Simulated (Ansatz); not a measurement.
C2H3FO2 can be A, `O=COCF`, or B, `O/C=C(\O)F`.

Calculated with Ansatz (gas phase, PBE0-D4/def2-TZVP geometries, no zero-point term in ΔE). CBS: MP2 limit from def2 TZ/QZ plus the TZ coupled-cluster correction, frozen cores. This one scheme is used for every species. Functionals use def2-TZVPP. B3LYP here is the variant with VWN-RPA as its local correlation; programs differ in this. Each species was taken in one conformer, which may not be the lowest.

A:

Z-matrix (Å, degrees):
```
C
F 1 1.360
O 1 1.402 2 109.3
H 1 1.090 2 108.8 3 -115.6
H 1 1.091 2 108.6 3 120.9
C 3 1.349 1 116.4 2 86.4
O 6 1.190 3 125.9 1 2.0
H 6 1.098 3 108.6 1 -178.5
```

B:

Z-matrix (Å, degrees):
```
C
C 1 1.328
O 1 1.383 2 117.2
H 1 1.081 2 122.6 3 173.7
F 2 1.318 1 122.5 3 -175.3
O 2 1.331 1 126.3 3 3.5
H 3 0.961 1 109.2 2 -123.3
H 6 0.967 2 106.3 1 -2.3
```

Q: Which isomer does CCSD(T)/CBS put lower? Give the gap. (Estimate.)

A: Computed: A, by 18.9 kcal/mol.

Q: Give E(B) − E(A) in kcal/mol with r2SCAN-D4, B2PLYP, PBE-D4, HF/def2-TZVPP, CCSD(T)/def2-TZVPP, B3LYP, CCSD/def2-TZVPP. (Best estimate.)

A: The calculation gave: r2SCAN-D4 19.4, B2PLYP 21.1, PBE-D4 18.3, HF/def2-TZVPP 24.2, CCSD(T)/def2-TZVPP 20.5, B3LYP 19.9, CCSD/def2-TZVPP 20.4. None reverses the order clearly.

Largest T1 diagnostic: 0.015.

In def2-TZVPP, CCSD(T) changes the Hartree–Fock value by −3.6 kcal/mol (the triples alone add +0.1 kcal/mol) and MP2 by −3.3 kcal/mol.
